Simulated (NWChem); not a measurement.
System: sulfur dioxide (SO2); SMILES O=S=O

```xyz
3

O      1.2504     0.0000     0.3713
S      0.0000     0.0000    -0.3713
O     -1.2504     0.0000     0.3713
```
Atoms are numbered in this order, from 1.

Coordinates come from a PBE0/def2-SVP optimisation.

Symmetry labels are those of C2v in the frame above (b1 and b2, or b-type labels, depend on it).

**Question.** List the 4 lowest vertical singlet excitations from PBE0/6-31+G* (spherical d), TDA (NWChem).

**Answer.** 
| state | energy (eV) | oscillator strength | symmetry | leading excitation (squared amplitude) |
|---|---|---|---|---|
| S1 | 4.03 | 0.008 | b2 | HOMO → LUMO (0.99) |
| S2 | 4.32 | 0.000 | a2 | HOMO−1 → LUMO (1.00) |
| S3 | 6.59 | 0.078 | b1 | HOMO−2 → LUMO (0.75) |
| S4 | 8.24 | 0.002 | b2 | HOMO−3 → LUMO (0.98) |
